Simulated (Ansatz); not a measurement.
Results of r²SCAN in Ansatz (PAW) for rock-salt GdN.

Settings: plane-wave cutoff 500 eV, 14×14×14 k mesh, Fermi–Dirac smearing 0.05 eV, spin-polarised with parallel moments, scalar-relativistic PAW data made under PBE.

Computed at the level's own relaxed cell.

Estimate the equilibrium volume per atom, equilibrium lattice constant a and magnetic moment (largest site, within a sphere) that the calculation returns.


- equilibrium volume per atom = 15.38 Å³/atom
- equilibrium lattice constant a = 4.974 Å
- magnetic moment (largest site, within a sphere) = 6.93 μB

Measured, for comparison: equilibrium volume per atom 15.38 Å³/atom (temperature not stated, no zero-point or thermal correction; as tabulated in Natali et al. (2013), arXiv:1208.2410); lattice constant a 4.974 Å (temperature not stated, no zero-point or thermal correction, our sources range from 4.974 to 4.990; as tabulated in Natali et al. (2013), arXiv:1208.2410). Computed (rounded) less measured: equilibrium volume per atom 0.0 %, lattice constant a 0.0 % (0.0 % to -0.3 % over the range).

Note: the 4f shell is treated without U or exact exchange, so its levels and filling can be wrong.

Moments are spin moments.

Spin–orbit coupling is not included.

Computed values are for the static lattice.

Computing time: around 50 core-seconds (rough).

Ansatz is an electronic-structure program.
